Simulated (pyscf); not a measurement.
Thermochemistry of product channels of F–SiH•–F + SiH₂ [singlet] on the doublet surface, in kcal/mol, from CCSD(T)/def2-TZVPP + ΔMP2(QZVPP) energies (ideal gas, 1 atm, RRHO with modes under 100 cm⁻¹ raised to 100, one conformer, R ln 2 for rigid chiral ones). Structures and frequencies: ωB97X-D3(BJ)/def2-SVP in PySCF. Correlated levels are frozen-core, on RHF or UHF. ΔMP2 is the change of the MP2 total energy from the triple- to the quadruple-zeta basis.

| products | ΔE | ΔH(298 K) | ΔG(600 K) | ΔG(900 K) |
|---|---|---|---|---|
| F–SiH•–SiH₂–F | -51.2 | -48.1 | -27.1 | -17.0 |
| F–SiH(F)–SiH₂• | -61.6 | -58.9 | -38.0 | -28.2 |

These are energies of the channels, which say nothing of barriers. The CCSD(T) − MP2 part came from Ansatz, without density fitting, on the same reference.
